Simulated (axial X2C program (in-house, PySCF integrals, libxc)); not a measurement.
# Linear HSiF at several levels

How do method and spin–orbit coupling move the bonds and stretches of HSiF, held linear?

Computed with an in-house X2C program for linear molecules on PySCF integrals. Level: all-electron X2C, two-component (2c) or spin-free, H dyall-v3z, Si dyall-v3z, F dyall-av3z.

All values are calculated.

2 further runs of the same task are left out: 2 set aside as unsound or not needed.

### Step 1. Set-up

task.json reads:

```json
{
 "zs": [
  1,
  14,
  9
 ],
 "q": 0,
 "bas": [
  "dyall-v3z",
  "dyall-v3z",
  "dyall-av3z"
 ],
 "r0": [
  1.48,
  1.8
 ],
 "symm": 0,
 "scan": [
  "PBE0",
  "HF",
  "PBE"
 ],
 "levels": [
  "PBE0",
  "HF",
  "TPSSh"
 ],
 "nst": 2
}
```

Keys: zs atomic numbers; q charge; bas basis sets; r0 starting distance in Å; symm equal bonds; scan levels of the two-bond scan (MP2 follows by itself at each HF point); levels methods; nst determinants followed.

Launch:

```console
python solin.py task.json out
```

Masses H 1.008, Si 27.977, F 18.998 u.

### Step 2. Scan at PBE0, 2c

State: Ω = 2 (beyond evenly filled blocks: ω = 1/2, ω = 3/2). Energies above the lowest point, from the job's result record:

```tsv
r(H–Si) (Å)	r(Si–F) (Å)	E (meV)
1.5961	1.6039	28.47
1.5961	1.6450	6.96
1.5961	1.6861	26.26
1.6370	1.6039	19.87
1.6370	1.6450	0.00
1.6370	1.6861	21.11
1.6370	1.7273	74.15
1.6779	1.6039	22.30
1.6779	1.6450	4.08
1.6779	1.6861	27.02
1.7188	1.6450	16.46
1.7188	1.7273	98.24
```

A quadratic surface with cubic terms in each bond gives the minimum at 1.641 and 1.643 Å, force constants 1.04, 3.94 and coupling 0.17 mdyn/Å.

### Step 3. Scan at HF, 2c

State: Ω = 2 (beyond evenly filled blocks: ω = 1/2, ω = 3/2). Energies above the lowest point, from the job's result record:

```tsv
r(H–Si) (Å)	r(Si–F) (Å)	E (meV)
1.5961	1.6039	13.80
1.5961	1.6450	24.46
1.5961	1.6861	74.53
1.6370	1.6039	2.59
1.6370	1.6450	15.20
1.6370	1.6861	67.47
1.6370	1.7273	150.31
1.6779	1.6039	0.00
1.6779	1.6450	14.57
1.6779	1.6861	69.03
1.7188	1.6450	19.60
1.7188	1.7273	163.88
```

A quadratic surface with cubic terms in each bond gives the minimum at 1.671 and 1.611 Å, force constants 0.588, 4.49 and coupling 0.21 mdyn/Å.

### Step 4. Scan at PBE, 2c

State: Ω = 2 (beyond evenly filled blocks: ω = 1/2, ω = 3/2). Energies above the lowest point, from the job's result record:

```tsv
r(H–Si) (Å)	r(Si–F) (Å)	E (meV)
1.5961	1.6039	61.55
1.5961	1.6450	14.42
1.5961	1.6861	9.06
1.6370	1.6039	49.47
1.6370	1.6450	3.77
1.6370	1.6861	0.00
1.6370	1.7273	29.05
1.6779	1.6039	48.84
1.6779	1.6450	4.60
1.6779	1.6861	2.43
1.7188	1.6450	14.22
1.7188	1.7273	46.22
```

A quadratic surface with cubic terms in each bond gives the minimum at 1.650 and 1.669 Å, force constants 1.02, 3.48 and coupling 0.15 mdyn/Å.

### Step 5. Comparison

| level | r(H–Si) (Å) | r(Si–F) (Å) | lower stretch (cm⁻¹) | upper stretch (cm⁻¹) |
| --- | --- | --- | --- | --- |
| PBE0, 2c | 1.641 | 1.643 | 763.4 | 1341.3 |
| HF, 2c | 1.671 | 1.611 | 813.9 | 1005.8 |
| PBE, 2c | 1.650 | 1.669 | 717.1 | 1330.6 |
| MP2, 2c | 1.623 | 1.647 | 768.3 | 1356.8 |
| PBE0, spin-free | 1.640 | 1.643 | 763.2 | 1342.1 |
| HF, spin-free | 1.670 | 1.611 | 813.7 | 1008.4 |
| PBE, spin-free | 1.650 | 1.669 | 716.9 | 1331.5 |
| MP2, spin-free | 1.623 | 1.647 | 768.1 | 1357.9 |

Scans not shown above were run alike.

In words: Over the levels the H–Si bond spans 1.623 to 1.671 Å and the Si–F bond 1.611 to 1.669 Å. At PBE0 spin–orbit coupling leaves both bonds unchanged to 0.001 Å. Each state is one determinant, the lowest of a limited PBE0 search; the stretches come from a fit to few points and are good to some per cent at best. The upper stretch spreads by more than a fifth over the levels, so it depends strongly on the method. MP2 freezes inner shells (threshold -2 hartree). The molecule was held linear; bending was not examined, so a bent shape may lie lower. Open-shell Ω = 0 determinants with evenly filled partner blocks cannot be reached by this program, so the Ω shown need not be the lowest component. Note: functional without a current term on a determinant with orbital currents, of the molecule or an atom. Note: several unpaired electrons, one determinant need not be a pure state.
